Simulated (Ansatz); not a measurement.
Basis-set extrapolation for `CC(=N)S` (PBE0-D4/def2-TZVP geometry, frozen core, the Gaussian-basis code of Ansatz). Multiplicity 1, RHF reference.

```json
{"": "HF", "def2-TZVPP": "-530.678344", "def2-QZVPP": "-530.695887"}
{"": "MP2 correlation", "def2-TZVPP": "-0.716632", "def2-QZVPP": "-0.767915"}
{"": "CCSD(T) correlation", "def2-TZVPP": "-0.788430", "def2-QZVPP": "not run"}
```

Energies in hartree. Use E(X) = E(∞) + A·exp(−7.88·√X) for Hartree–Fock and E(X) = E(∞) + B·X^(−2.97) for correlation, with X = 3 and 4, and add CCSD(T) minus MP2 of the smaller set to the MP2 limit.

What is the CCSD(T) energy at the basis-set limit?

HF limit: -530.695887 + (-0.017543) × 0.13774 = -530.69830. MP2 limit: -0.767915 + (-0.051283) × 0.74074 = -0.80590. Higher-order term: -0.788430 − (-0.716632) = -0.07180. Total: -531.57600 hartree, 2.97 eV below CCSD(T)/def2-TZVPP.
